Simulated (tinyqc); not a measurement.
Worked calculation (part 1 of 2): RHF in the sto-6g basis, for CH3-, spin multiplicity 1. The basis has no diffuse functions, so it cannot describe the extra electron: this is an exercise in the method, not the real anion. Computed by tinyqc, a small Python program that keeps every step (integrals from PySCF). Settings: charge = -1, multiplicity = 1, basis = sto-6g, energy threshold = 1e-10, iteration cap = 83, orthogonalisation = symmetric, start = atomic densities, DIIS depth = 4, method = RHF. Command: `OMP_NUM_THREADS=1 python tinyqc.py 25016 25017 out.jsonl` (the two numbers bound the seeds that draw the settings). One thread of a shared host (Intel(R) Xeon(R) Processor @ 2.60GHz), about 0.2 s of CPU time with the checks. Later iterations appear only in the table of the cycle.

## One-electron integrals

Geometry (angstrom):

| atom | x | y | z |
|---|---|---|---|
| C | 0.00000 | 0.00000 | 0.00200 |
| H | 1.29300 | 0.00000 | 0.00000 |
| H | -0.64700 | 1.12000 | 0.00000 |
| H | -0.64700 | -1.12000 | 0.00000 |

Basis sto-6g: exponents (1/bohr^2) and contraction coefficients of normalised primitives:

| element | l (shell) | exponent | coefficient |
|---|---|---|---|
| C | s (1) | 742.73705 | 0.00916 |
| C | s (1) | 136.18002 | 0.04936 |
| C | s (1) | 38.09826 | 0.16854 |
| C | s (1) | 13.08778 | 0.37056 |
| C | s (1) | 5.08237 | 0.41649 |
| C | s (1) | 2.09320 | 0.13033 |
| C | s (2) | 30.49724 | -0.01325 |
| C | s (2) | 6.03620 | -0.04699 |
| C | s (2) | 1.87605 | -0.03379 |
| C | s (2) | 0.72178 | 0.25024 |
| C | s (2) | 0.31347 | 0.59512 |
| C | s (2) | 0.14369 | 0.24071 |
| C | p (3) | 30.49724 | 0.00376 |
| C | p (3) | 6.03620 | 0.03768 |
| C | p (3) | 1.87605 | 0.17390 |
| C | p (3) | 0.72178 | 0.41804 |
| C | p (3) | 0.31347 | 0.42586 |
| C | p (3) | 0.14369 | 0.10171 |
| H | s (1) | 35.52322 | 0.00916 |
| H | s (1) | 6.51314 | 0.04936 |
| H | s (1) | 1.82214 | 0.16854 |
| H | s (1) | 0.62596 | 0.37056 |
| H | s (1) | 0.24308 | 0.41649 |
| H | s (1) | 0.10011 | 0.13033 |

Overlap, kinetic and nuclear-attraction integrals over the contracted functions; the nuclear repulsion is the sum of Za Zb / Rab.

nuclear repulsion = 8.0737251 hartree

overlap S, lower triangle:
```
          1C 1s    1C 2s    1C 2px    1C 2py    1C 2pz    2H 1s    3H 1s    4H 1s
1C 1s   1.00000
1C 2s   0.24323  1.00000
1C 2px  0.00000  0.00000   1.00000
1C 2py  0.00000  0.00000   0.00000   1.00000
1C 2pz  0.00000  0.00000   0.00000   0.00000   1.00000
2H 1s   0.04060  0.38170   0.39195   0.00000  -0.00061  1.00000
3H 1s   0.04056  0.38147  -0.19597   0.33924  -0.00061  0.08105  1.00000
4H 1s   0.04056  0.38147  -0.19597  -0.33924  -0.00061  0.08105  0.08106  1.00000
```

kinetic energy T (hartree), lower triangle:
```
           1C 1s    1C 2s    1C 2px    1C 2py    1C 2pz     2H 1s     3H 1s    4H 1s
1C 1s   16.06864
1C 2s   -0.49279  0.49241
1C 2px   0.00000  0.00000   1.47923
1C 2py   0.00000  0.00000   0.00000   1.47923
1C 2pz   0.00000  0.00000   0.00000   0.00000   1.47923
2H 1s   -0.00938  0.05128   0.15747   0.00000  -0.00024   0.76852
3H 1s   -0.00938  0.05118  -0.07867   0.13618  -0.00024  -0.01190   0.76852
4H 1s   -0.00938  0.05118  -0.07867  -0.13618  -0.00024  -0.01190  -0.01190  0.76852
```

nuclear attraction V (hartree), lower triangle:
```
            1C 1s     1C 2s    1C 2px    1C 2py    1C 2pz     2H 1s     3H 1s     4H 1s
1C 1s   -35.23547
1C 2s    -3.91699  -6.37407
1C 2px    0.00000  -0.00002  -6.41851
1C 2py    0.00000   0.00000   0.00000  -6.41837
1C 2pz    0.00006   0.00061   0.00000   0.00000  -6.28462
2H 1s    -0.73202  -1.95865  -1.85926   0.00000   0.00299  -4.14440
3H 1s    -0.73126  -1.95724   0.92948  -1.60897   0.00298  -0.37157  -4.14360
4H 1s    -0.73126  -1.95724   0.92948   1.60897   0.00298  -0.37157  -0.37156  -4.14360
```

core Hamiltonian H = T + V (hartree), lower triangle:
```
            1C 1s     1C 2s    1C 2px    1C 2py    1C 2pz     2H 1s     3H 1s     4H 1s
1C 1s   -19.16682
1C 2s    -4.40978  -5.88167
1C 2px    0.00000  -0.00002  -4.93928
1C 2py    0.00000   0.00000   0.00000  -4.93913
1C 2pz    0.00006   0.00061   0.00000   0.00000  -4.80538
2H 1s    -0.74141  -1.90736  -1.70179   0.00000   0.00274  -3.37587
3H 1s    -0.74064  -1.90605   0.85081  -1.47279   0.00274  -0.38347  -3.37508
4H 1s    -0.74064  -1.90605   0.85081   1.47279   0.00274  -0.38347  -0.38345  -3.37508
```

## Two-electron integrals

Functions are numbered as in S; the eight-fold symmetry (ij|kl) = (ji|kl) = (kl|ij) leaves the list below.

Two-electron integrals (ij|kl) in chemists' order, unique and non-zero (hartree):
```
(11|11) 3.54374     (21|11) 0.52946     (21|21) 0.10032     (22|11) 0.85360
(22|21) 0.19993     (22|22) 0.62484     (31|31) 0.02127     (32|31) 0.03187
(32|32) 0.13811     (33|11) 0.85360     (33|21) 0.19993     (33|22) 0.62484
(33|33) 0.67322     (41|41) 0.02127     (42|41) 0.03187     (42|42) 0.13811
(43|43) 0.03628     (44|11) 0.85360     (44|21) 0.19993     (44|22) 0.62484
(44|33) 0.60066     (44|44) 0.67322     (51|51) 0.02127     (52|51) 0.03187
(52|52) 0.13811     (53|53) 0.03628     (54|54) 0.03628     (55|11) 0.85360
(55|21) 0.19993     (55|22) 0.62484     (55|33) 0.60066     (55|44) 0.60066
(55|55) 0.67322     (61|11) 0.09290     (61|21) 0.01696     (61|22) 0.03329
(61|31) 0.00111     (61|32) 0.00217     (61|33) 0.03354     (61|44) 0.03316
(61|51) -1.72e-06   (61|52) -3.35e-06   (61|53) -5.79e-07   (61|55) 0.03316
(61|61) 0.00295     (62|11) 0.23977     (62|21) 0.05709     (62|22) 0.19866
(62|31) 0.00581     (62|32) 0.04000     (62|33) 0.20838     (62|44) 0.19379
(62|51) -8.98e-06   (62|52) -0.00006    (62|53) -2.26e-05   (62|55) 0.19379
(62|61) 0.00998     (62|62) 0.08644     (63|11) 0.21408     (63|21) 0.05165
(63|22) 0.19014     (63|31) 0.01033     (63|32) 0.06554     (63|33) 0.20882
(63|44) 0.18080     (63|51) -6.89e-06   (63|52) -0.00005    (63|53) -3.15e-05
(63|55) 0.18080     (63|61) 0.00943     (63|62) 0.09801     (63|63) 0.11905
(64|41) 0.00587     (64|42) 0.03073     (64|43) 0.00765     (64|54) -1.18e-05
(64|64) 0.01002     (65|11) -0.00033    (65|21) -0.00008    (65|22) -0.00029
(65|31) -6.89e-06   (65|32) -0.00005    (65|33) -0.00030    (65|44) -0.00028
(65|51) 0.00587     (65|52) 0.03073     (65|53) 0.00765     (65|55) -0.00030
(65|61) -1.46e-05   (65|62) -0.00015    (65|63) -0.00017    (65|65) 0.01002
(66|11) 0.40512     (66|21) 0.09830     (66|22) 0.38943     (66|31) 0.01174
(66|32) 0.11025     (66|33) 0.42906     (66|44) 0.36961     (66|51) -1.82e-05
(66|52) -0.00017    (66|53) -0.00009    (66|55) 0.36961     (66|61) 0.01743
(66|62) 0.22193     (66|63) 0.27697     (66|65) -0.00043    (66|66) 0.77500
(71|11) 0.09280     (71|21) 0.01694     (71|22) 0.03325     (71|31) -0.00056
(71|32) -0.00108    (71|33) 0.03322     (71|41) 0.00096     (71|42) 0.00187
(71|43) -0.00016    (71|44) 0.03341     (71|51) -1.72e-06   (71|52) -3.35e-06
(71|53) 2.89e-07    (71|54) -5.01e-07   (71|55) 0.03313     (71|61) 0.00285
(71|62) 0.00929     (71|63) 0.00822     (71|64) 0.00033     (71|65) -1.36e-05
(71|66) 0.01592     (71|71) 0.00294     (72|11) 0.23959     (72|21) 0.05704
(72|22) 0.19852     (72|31) -0.00290    (72|32) -0.01999    (72|33) 0.19730
(72|41) 0.00503     (72|42) 0.03461     (72|43) -0.00632    (72|44) 0.20459
(72|51) -8.97e-06   (72|52) -0.00006    (72|53) 1.13e-05    (72|54) -1.95e-05
(72|55) 0.19366     (72|61) 0.00929     (72|62) 0.05901     (72|63) 0.05307
(72|64) 0.00698     (72|65) -0.00010    (72|66) 0.11559     (72|71) 0.00996
(72|72) 0.08633     (73|11) -0.10702    (73|21) -0.02582    (73|22) -0.09505
(73|31) 0.00698     (73|32) 0.03941     (73|33) -0.09962    (73|41) -0.00193
(73|42) -0.01507    (73|43) 0.00937     (73|44) -0.09516    (73|51) 3.44e-06
(73|52) 2.69e-05    (73|53) -1.67e-05   (73|54) 8.52e-06    (73|55) -0.09038
(73|61) -0.00383    (73|62) -0.02050    (73|63) -0.01308    (73|64) -0.00171
(73|65) 3.45e-05    (73|66) -0.03510    (73|71) -0.00471    (73|72) -0.04897
(73|73) 0.03726     (74|11) 0.18526     (74|21) 0.04470     (74|22) 0.16455
(74|31) -0.00193    (74|32) -0.01507    (74|33) 0.15922     (74|41) 0.00921
(74|42) 0.05679     (74|43) -0.00859    (74|44) 0.17796     (74|51) -5.96e-06
(74|52) -4.66e-05   (74|53) 8.52e-06    (74|54) -2.66e-05   (74|55) 0.15646
(74|61) 0.00729     (74|62) 0.04945     (74|63) 0.04437     (74|64) 0.01157
(74|65) -0.00008    (74|66) 0.09780     (74|71) 0.00815     (74|72) 0.08477
(74|73) -0.04718    (74|74) 0.09167     (75|11) -0.00033    (75|21) -0.00008
(75|22) -0.00029    (75|31) 3.44e-06    (75|32) 2.69e-05    (75|33) -0.00028
(75|41) -5.96e-06   (75|42) -4.66e-05   (75|43) 8.52e-06    (75|44) -0.00029
(75|51) 0.00587     (75|52) 0.03070     (75|53) -0.00382    (75|54) 0.00662
(75|55) -0.00030    (75|61) -1.36e-05   (75|62) -0.00010    (75|63) -0.00009
(75|64) -1.15e-05   (75|65) 0.00628     (75|66) -0.00021    (75|71) -1.46e-05
(75|72) -0.00015    (75|73) 0.00008     (75|74) -0.00015    (75|75) 0.01000
(76|11) 0.04453     (76|21) 0.01064     (76|22) 0.03845     (76|31) 0.00045
(76|32) 0.00330     (76|33) 0.03878     (76|41) 0.00078     (76|42) 0.00572
(76|43) 0.00029     (76|44) 0.03911     (76|51) -2.78e-06   (76|52) -2.04e-05
(76|53) -2.83e-06   (76|54) -4.91e-06   (76|55) 0.03744     (76|61) 0.00181
(76|62) 0.01477     (76|63) 0.01560     (76|64) 0.00161     (76|65) -2.84e-05
(76|66) 0.03538     (76|71) 0.00181     (76|72) 0.01476     (76|73) -0.00641
(76|74) 0.01431     (76|75) -2.84e-05   (76|76) 0.00318     (77|11) 0.40499
(77|21) 0.09827     (77|22) 0.38932     (77|31) -0.00587    (77|32) -0.05513
(77|33) 0.38438     (77|41) 0.01016     (77|42) 0.09543     (77|43) -0.02574
(77|44) 0.41407     (77|51) -1.81e-05   (77|52) -0.00017    (77|53) 4.60e-05
(77|54) -0.00008    (77|55) 0.36952     (77|61) 0.01593     (77|62) 0.11564
(77|63) 0.10228     (77|64) 0.01854     (77|65) -0.00021    (77|66) 0.23589
(77|71) 0.01740     (77|72) 0.22177     (77|73) -0.13846    (77|74) 0.23968
(77|75) -0.00043    (77|76) 0.03538     (77|77) 0.77500     (81|11) 0.09280
(81|21) 0.01694     (81|22) 0.03325     (81|31) -0.00056    (81|32) -0.00108
(81|33) 0.03322     (81|41) -0.00096    (81|42) -0.00187    (81|43) 0.00016
(81|44) 0.03341     (81|51) -1.72e-06   (81|52) -3.35e-06   (81|53) 2.89e-07
(81|54) 5.01e-07    (81|55) 0.03313     (81|61) 0.00285     (81|62) 0.00929
(81|63) 0.00822     (81|64) -0.00033    (81|65) -1.36e-05   (81|66) 0.01592
(81|71) 0.00285     (81|72) 0.00928     (81|73) -0.00440    (81|74) 0.00695
(81|75) -1.36e-05   (81|76) 0.00171     (81|77) 0.01592     (81|81) 0.00294
(82|11) 0.23959     (82|21) 0.05704     (82|22) 0.19852     (82|31) -0.00290
(82|32) -0.01999    (82|33) 0.19730     (82|41) -0.00503    (82|42) -0.03461
(82|43) 0.00632     (82|44) 0.20459     (82|51) -8.97e-06   (82|52) -0.00006
(82|53) 1.13e-05    (82|54) 1.95e-05    (82|55) 0.19366     (82|61) 0.00929
(82|62) 0.05901     (82|63) 0.05307     (82|64) -0.00698    (82|65) -0.00010
(82|66) 0.11559     (82|71) 0.00928     (82|72) 0.05898     (82|73) -0.03258
(82|74) 0.04244     (82|75) -0.00010    (82|76) 0.01087     (82|77) 0.11558
(82|81) 0.00996     (82|82) 0.08633     (83|11) -0.10702    (83|21) -0.02582
(83|22) -0.09505    (83|31) 0.00698     (83|32) 0.03941     (83|33) -0.09962
(83|41) 0.00193     (83|42) 0.01507     (83|43) -0.00937    (83|44) -0.09516
(83|51) 3.44e-06    (83|52) 2.69e-05    (83|53) -1.67e-05   (83|54) -8.52e-06
(83|55) -0.09038    (83|61) -0.00383    (83|62) -0.02050    (83|63) -0.01308
(83|64) 0.00171     (83|65) 3.45e-05    (83|66) -0.03510    (83|71) -0.00440
(83|72) -0.03258    (83|73) 0.02389     (83|74) -0.02304    (83|75) 0.00005
(83|76) -0.00471    (83|77) -0.06720    (83|81) -0.00471    (83|82) -0.04897
(83|83) 0.03726     (84|11) -0.18526    (84|21) -0.04470    (84|22) -0.16455
(84|31) 0.00193     (84|32) 0.01507     (84|33) -0.15922    (84|41) 0.00921
(84|42) 0.05679     (84|43) -0.00859    (84|44) -0.17796    (84|51) 5.96e-06
(84|52) 4.66e-05    (84|53) -8.52e-06   (84|54) -2.66e-05   (84|55) -0.15646
(84|61) -0.00729    (84|62) -0.04945    (84|63) -0.04437    (84|64) 0.01157
(84|65) 0.00008     (84|66) -0.09780    (84|71) -0.00695    (84|72) -0.04244
(84|73) 0.02304     (84|74) -0.02537    (84|75) 0.00007     (84|76) -0.00815
(84|77) -0.07927    (84|81) -0.00815    (84|82) -0.08477    (84|83) 0.04718
(84|84) 0.09167     (85|11) -0.00033    (85|21) -0.00008    (85|22) -0.00029
(85|31) 3.44e-06    (85|32) 2.69e-05    (85|33) -0.00028    (85|41) 5.96e-06
(85|42) 4.66e-05    (85|43) -8.52e-06   (85|44) -0.00029    (85|51) 0.00587
(85|52) 0.03070     (85|53) -0.00382    (85|54) -0.00662    (85|55) -0.00030
(85|61) -1.36e-05   (85|62) -0.00010    (85|63) -0.00009    (85|64) 1.15e-05
(85|65) 0.00628     (85|66) -0.00021    (85|71) -1.36e-05   (85|72) -0.00010
(85|73) 0.00005     (85|74) -0.00007    (85|75) 0.00628     (85|76) -2.03e-05
(85|77) -0.00021    (85|81) -1.46e-05   (85|82) -0.00015    (85|83) 0.00008
(85|84) 0.00015     (85|85) 0.01000     (86|11) 0.04453     (86|21) 0.01064
(86|22) 0.03845     (86|31) 0.00045     (86|32) 0.00330     (86|33) 0.03878
(86|41) -0.00078    (86|42) -0.00572    (86|43) -0.00029    (86|44) 0.03911
(86|51) -2.78e-06   (86|52) -2.04e-05   (86|53) -2.83e-06   (86|54) 4.91e-06
(86|55) 0.03744     (86|61) 0.00181     (86|62) 0.01477     (86|63) 0.01560
(86|64) -0.00161    (86|65) -2.84e-05   (86|66) 0.03538     (86|71) 0.00171
(86|72) 0.01087     (86|73) -0.00471    (86|74) 0.00815     (86|75) -2.03e-05
(86|76) 0.00245     (86|77) 0.02124     (86|81) 0.00181     (86|82) 0.01476
(86|83) -0.00641    (86|84) -0.01431    (86|85) -2.84e-05   (86|86) 0.00318
(87|11) 0.04453     (87|21) 0.01064     (87|22) 0.03844     (87|31) -0.00090
(87|32) -0.00661    (87|33) 0.03928     (87|44) 0.03861     (87|51) -2.78e-06
(87|52) -2.04e-05   (87|53) 5.67e-06    (87|55) 0.03744     (87|61) 0.00171
(87|62) 0.01088     (87|63) 0.00942     (87|65) -2.03e-05   (87|66) 0.02125
(87|71) 0.00181     (87|72) 0.01476     (87|73) -0.00920    (87|74) 0.01270
(87|75) -2.84e-05   (87|76) 0.00245     (87|77) 0.03538     (87|81) 0.00181
(87|82) 0.01476     (87|83) -0.00920    (87|84) -0.01270    (87|85) -2.84e-05
(87|86) 0.00245     (87|87) 0.00318     (88|11) 0.40499     (88|21) 0.09827
(88|22) 0.38932     (88|31) -0.00587    (88|32) -0.05513    (88|33) 0.38438
(88|41) -0.01016    (88|42) -0.09543    (88|43) 0.02574     (88|44) 0.41407
(88|51) -1.81e-05   (88|52) -0.00017    (88|53) 4.60e-05    (88|54) 0.00008
(88|55) 0.36952     (88|61) 0.01593     (88|62) 0.11564     (88|63) 0.10228
(88|64) -0.01854    (88|65) -0.00021    (88|66) 0.23589     (88|71) 0.01592
(88|72) 0.11558     (88|73) -0.06720    (88|74) 0.07927     (88|75) -0.00021
(88|76) 0.02124     (88|77) 0.23589     (88|81) 0.01740     (88|82) 0.22177
(88|83) -0.13846    (88|84) -0.23968    (88|85) -0.00043    (88|86) 0.03538
(88|87) 0.03538     (88|88) 0.77500
```

## Orthogonalisation

S = U s U^T; symmetric (Loewdin) form X = U s^(-1/2) U^T, so that X^T S X = 1.

eigenvalues of S: 0.38369  0.47774  0.47801  0.97377  1.00001  1.44093  1.44122  1.80463

X, lower triangle:
```
           1C 1s     1C 2s    1C 2px    1C 2py   1C 2pz     2H 1s     3H 1s    4H 1s
1C 1s    1.02591
1C 2s   -0.14861   1.23704
1C 2px   0.00000   0.00007   1.11407
1C 2py   0.00000   0.00000   0.00000   1.11391
1C 2pz   0.00003  -0.00033   0.00000   0.00000  1.00000
2H 1s    0.02002  -0.23381  -0.24972   0.00000  0.00036   1.14694
3H 1s    0.02001  -0.23361   0.12483  -0.21607  0.00036  -0.01881   1.14675
4H 1s    0.02001  -0.23361   0.12483   0.21607  0.00036  -0.01881  -0.01879  1.14675
```

## Starting guess

The start is atomic minimal-basis densities projected into this basis (PySCF's MINAO start) and scaled to the electron count of each spin; this density is not idempotent, so its energy is not variational and may lie below the converged one.

D at the start, lower triangle:
```
           1C 1s     1C 2s    1C 2px    1C 2py    1C 2pz    2H 1s    3H 1s    4H 1s
1C 1s    2.37294
1C 2s   -0.54914   2.27114
1C 2px   0.00000  -0.00001   0.66347
1C 2py   0.00000   0.00000   0.00000   0.66354
1C 2pz  -0.00005   0.00019   0.00000   0.00000   0.73146
2H 1s   -0.02066   0.08997   0.06875   0.00000  -0.00008  1.06268
3H 1s   -0.02066   0.08996  -0.03439   0.05954  -0.00008  0.02867  1.06270
4H 1s   -0.02066   0.08996  -0.03439  -0.05954  -0.00008  0.02867  0.02869  1.06270
```

## Iteration 1: building the Fock matrix

J_ij = sum D_kl (ij|kl), K_ij = sum D_kl (ik|jl); F = H + J - 0.5 K; E = tr D H + tr D J / 2 - 0.25 tr D K + E_nn.

Coulomb J (hartree), lower triangle:
```
           1C 1s     1C 2s    1C 2px    1C 2py    1C 2pz    2H 1s    3H 1s    4H 1s
1C 1s   13.02840
1C 2s    2.37698   5.94066
1C 2px   0.00000  -0.00001   5.97396
1C 2py   0.00000   0.00000   0.00000   5.97387
1C 2pz  -0.00006  -0.00057   0.00000   0.00000   5.87416
2H 1s    0.40696   1.91364   1.85230   0.00000  -0.00298  4.01398
3H 1s    0.40654   1.91233  -0.92604   1.60302  -0.00297  0.37123  4.01323
4H 1s    0.40654   1.91233  -0.92604  -1.60302  -0.00297  0.37123  0.37123  4.01323
```

exchange K (hartree), lower triangle:
```
           1C 1s     1C 2s    1C 2px    1C 2py    1C 2pz    2H 1s    3H 1s    4H 1s
1C 1s    8.10720
1C 2s    1.29572   2.12396
1C 2px   0.00001   0.00007   1.10160
1C 2py   0.00000   0.00000   0.00000   1.10138
1C 2pz  -0.00006  -0.00053   0.00000   0.00000   0.92170
2H 1s    0.25156   0.87268   0.56872   0.00000  -0.00098  1.20053
3H 1s    0.25131   0.87212  -0.28432   0.49218  -0.00098  0.24147  1.20016
4H 1s    0.25131   0.87212  -0.28432  -0.49218  -0.00098  0.24147  0.24143  1.20016
```

Fock matrix F (hartree), lower triangle:
```
            1C 1s     1C 2s    1C 2px    1C 2py   1C 2pz     2H 1s     3H 1s    4H 1s
1C 1s   -10.19202
1C 2s    -2.68066  -1.00298
1C 2px   -0.00001  -0.00006   0.48388
1C 2py    0.00000   0.00000   0.00000   0.48405
1C 2pz    0.00003   0.00031   0.00000   0.00000  0.60793
2H 1s    -0.46023  -0.43007  -0.13386   0.00000  0.00026   0.03784
3H 1s    -0.45976  -0.42978   0.06693  -0.11586  0.00026  -0.13297   0.03807
4H 1s    -0.45976  -0.42978   0.06693   0.11586  0.00026  -0.13297  -0.13294  0.03807
```

total energy of this density = -41.4741981 hartree

This density is the starting one; it is not idempotent, so its energy is not variational and may lie below the converged one.

## Iteration 1: diagonalisation and new density

Diagonalise F' = X^T F X, C = X C', fill 5 alpha and 5 beta electrons from the bottom; D = 2 C_occ C_occ^T. Each column has its largest component positive (the first on a tie).

F' = X^T F X (hartree), lower triangle:
```
          1         2         3         4        5         6         7        8
1  -9.98107
2  -1.46162  -0.16191
3   0.00000   0.00004   0.72825
4   0.00000   0.00000   0.00000   0.72811
5   0.00009  -0.00032   0.00000   0.00000  0.60793
6  -0.04567  -0.35833  -0.37072   0.00000  0.00054   0.33813
7  -0.04554  -0.35805   0.18534  -0.32081  0.00054  -0.05628   0.33799
8  -0.04554  -0.35805   0.18534   0.32081  0.00054  -0.05628  -0.05623  0.33799
```

orbital energies (hartree): MO1 -10.19673, MO2 -0.46924, MO3 0.07758, MO4 0.07773, MO5 0.60793, MO6 0.74849, MO7 1.04460, MO8 1.04505

coefficients C:
```
             MO1       MO2       MO3       MO4       MO5       MO6       MO7       MO8
1C 1s    0.99392  -0.21176  -0.00001   0.00000  -0.00139  -0.20751   0.00000  -0.00011
1C 2s    0.02594   0.67776  -0.00003   0.00000   0.00722   1.12076   0.00000   0.00070
1C 2px   0.00000   0.00003   0.38671   0.00000   0.00000  -0.00049   0.00000   1.08863
1C 2py   0.00000   0.00000   0.00000   0.38668   0.00000   0.00000   1.08841   0.00000
1C 2pz  -0.00001  -0.00017   0.00000   0.00000   0.99997  -0.00723   0.00000   0.00000
2H 1s   -0.00377   0.24161   0.63755   0.00000  -0.00373  -0.63768   0.00000  -0.74974
3H 1s   -0.00377   0.24146  -0.31896   0.55232  -0.00373  -0.63783  -0.64874   0.37438
4H 1s   -0.00377   0.24146  -0.31896  -0.55232  -0.00373  -0.63783   0.64874   0.37438
```

D after iteration 1, lower triangle:
```
           1C 1s    1C 2s    1C 2px    1C 2py    1C 2pz     2H 1s     3H 1s    4H 1s
1C 1s    2.06544
1C 2s   -0.23550  0.92015
1C 2px  -0.00002  0.00002   0.29909
1C 2py   0.00000  0.00000   0.00000   0.29905
1C 2pz  -0.00272  0.01421   0.00000   0.00000   1.99990
2H 1s   -0.10983  0.32722   0.49311   0.00000  -0.00754   0.92974
3H 1s   -0.10975  0.32708  -0.24667   0.42715  -0.00753  -0.28997   0.93026
4H 1s   -0.10975  0.32708  -0.24667  -0.42715  -0.00753  -0.28997  -0.28999  0.93026
```
